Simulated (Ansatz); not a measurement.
# How far each method lies from RCCSDT(Q) for O–CH₂, singlet

Geometry: a PBE0/def2-TZVP stationary point for this spin, not checked as a minimum.

```yaml
atoms:
  - { symbol: O, position_ang: [0.0000, 0.0000, 0.5979] }
  - { symbol: C, position_ang: [0.0000, 0.0000, -0.5975] }
  - { symbol: H, position_ang: [0.0000, -0.9400, -1.1855] }
  - { symbol: H, position_ang: [0.0000, 0.9400, -1.1855] }
```

Basis cc-pVTZ; Ansatz 0.2.0. Only valence electrons are correlated (noble-gas cores frozen), which leaves 12 electrons in 86 orbitals. R marks a restricted (for open shells ROHF) determinant. Active spaces: valence = (12e, 10o) chosen from the atoms' valence shells.

Full CI isn't at hand for all of this; RCCSDT(Q) serves as the reference, and is uncertain by about the last step of the cluster series.

```
UHF ⟨S²⟩                          : 0.000
T1 diagnostic (RCCSD)             : 0.0152
largest doubles amplitude (RCCSD) : 0.107
```

```
                   level  E − E(RCCSDT(Q)) (kJ/mol)  share of correlation (%)    wall time
                     RHF                     1109.1                      0.00            –
                    RMP2                       73.3                     93.39            –
                   RCCSD                       46.1                     95.84            –
                RCCSD(T)                        3.0                     99.73        1.4 s
                 BCCD(T)                        2.9                     99.74        2.3 s
                  RCCSDT                        2.6                     99.77            –
  CASSCF (valence space)                      760.3                     31.44            –
  NEVPT2 (valence space)                      123.3                     88.89  16 s (H100)
  MRCISD (valence space)                       52.2                     95.29            –
MRCISD+Q (valence space)                        7.7                     99.30  19 s (H100)
```

The correlation energy at RCCSDT(Q), counted from RHF, is -11.495 eV. That run took 14 s on 2 threads of AMD EPYC 7R13 with a shared H100 80 GB, shared host.

Times hold each run's SCF and search for its determinant on a shared host, so for small cases they say little of a method's own cost; rows without a card ran on 1 thread of AMD EPYC 7R13.

Natural occupations of CASSCF (valence space) about the gap: 1.990 1.988 1.979 1.977 1.940 0.063 0.024 0.024 0.017; effectively unpaired electrons, Σ n²(2−n)², 0.04.

Atomization energy (electronic, same basis, no zero-point term; atoms at the same level, unrestricted beside the R rows where the molecule is a closed shell, with restricted open-shell steps beyond CCSDT(Q)) at RCCSDT(Q): 1521.6 kJ/mol. Errors of other levels:

```json
{"level": "RHF", "error (kJ/mol)": "-446.8"}
{"level": "RMP2", "error (kJ/mol)": "37.5"}
{"level": "RCCSD", "error (kJ/mol)": "-30.9"}
{"level": "RCCSD(T)", "error (kJ/mol)": "-0.8"}
{"level": "BCCD(T)", "error (kJ/mol)": "-0.2"}
{"level": "RCCSDT", "error (kJ/mol)": "-2.4"}
{"level": "CASSCF (valence space)", "error (kJ/mol)": "-119.4"}
{"level": "NEVPT2 (valence space)", "error (kJ/mol)": "-4.0"}
{"level": "MRCISD (valence space)", "error (kJ/mol)": "-29.6"}
{"level": "MRCISD+Q (valence space)", "error (kJ/mol)": "-7.8"}
```

This basis is far from its limit, so the value isn't to be set against a measured one. Truncated CI isn't size-consistent, which counts against it in atomization.
